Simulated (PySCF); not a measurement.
**Potential energy of CN along the bond**

Set-up: basis C def2-SVPD, N def2-SVPD; no relativity; PySCF 2.14. Energies in eV from C + N in their ground configurations at the same level. All curves are PBE0. state 1: ²Σ⁺ (doublet), unpaired electrons σ ↑; state 2: ²Π (doublet), unpaired electrons π ↑, a second solution, started from another occupation; state 3: quartet, unpaired electrons σ ↑, π ↑↑, a mixture of terms (⟨Lz²⟩ = 2.0), a second solution, started from another occupation; state 4: ⁶Σ⁺ (sextet), unpaired electrons σ ↑, π ↑↑↑↑, a second solution, started from another occupation.

```csv
R (Å),state 1,state 2,state 3,state 4
1.004,-5.616,-3.055,3.424,12.3060
1.051,-6.831,-4.716,1.283,9.1590
1.098,-7.517,-5.803,-0.259,6.7010
1.133,-7.764,-6.326,-1.108,5.2196
1.168,-7.832,-6.649,-1.739,4.0001
1.203,-7.759,-6.812,-2.194,2.9971
1.250,-7.490,-6.833,-2.583,1.9354
1.308,-6.961,-6.627,-2.799,0.9678
1.378,-6.154,-6.151,-2.783,0.2002
1.472,-4.950,-5.296,-2.479,-0.3641
```

Put a parabola through the three lowest points of the state 1 curve and estimate Re, k and ωe (reduced mass 6.462 u; 1 eV/Å² = 0.16022 mdyn/Å; ωe = 1302.8·√(k/μ) cm⁻¹).

Through R = 1.133, 1.168, 1.203 Å the second-order coefficient is 57.6 eV/Å², so Re ≈ 1.167 Å, k ≈ 18.4 mdyn/Å and ωe ≈ 2201 cm⁻¹. A polynomial fit of higher order to the unrounded PBE0 energies gives Re = 1.166 Å, k = 18.7 mdyn/Å, ωe = 2219 cm⁻¹; anharmonicity and rounding make the difference.

The higher-order fit for each curve: state 1: Re = 1.166 Å, ωe = 2219 cm⁻¹, De = 7.83 eV; state 2: Re = 1.231 Å, ωe = 1919 cm⁻¹, minimum 6.85 eV below the ground-state fragments; state 3: Re = 1.337 Å, ωe = 1467 cm⁻¹, minimum 2.82 eV below the ground-state fragments; state 4: Re = 1.637 Å, ωe = 735 cm⁻¹, minimum 0.63 eV below the ground-state fragments.

⟨S²⟩ of the unrestricted solution departs from its pure value on part of the curve, where spin states mix. The state is the lowest determinant that a PBE0 search found; another state may lie lower at other levels.
